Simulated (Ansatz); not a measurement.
System: 2H WSe₂. Method: PBEsol (Ansatz, a quantum-chemistry and plane-wave program, plane waves, PAW).

Numerical settings: plane-wave cutoff 500 eV, 12×12×4 k mesh (along the axes of the cell as run), gaussian smearing 0.02 eV, scalar-relativistic PAW data made under PBE.

Computed at the level's own relaxed cell.

Problem. What does this level give for the volume per atom, lattice parameter a and lattice parameter c?

Solution. 
- volume per atom: 20.43 Å³/atom
- lattice parameter a: 3.271 Å
- lattice parameter c: 13.226 Å

Measured, for comparison: lattice constant a 3.282 Å, lattice parameter c 12.96 Å (300 K, no zero-point or thermal correction; as tabulated in arXiv:1605.07067). Computed (rounded) less measured: lattice constant a -0.3 %, lattice parameter c +2.1 %. A static lattice is as a rule a little smaller and stiffer than an uncorrected measurement, which narrows the difference in the lattice constant a and would widen misses of the other sign.

Note: the cell comes from a level without a dispersion term, which matters for the spacing of layers, chains or molecules; the cell has widely spaced layers and the level no dispersion term, so their spacing and the moduli can rest on weak binding.

Spin–orbit coupling is not included.

Static lattice: no zero-point or thermal effects.
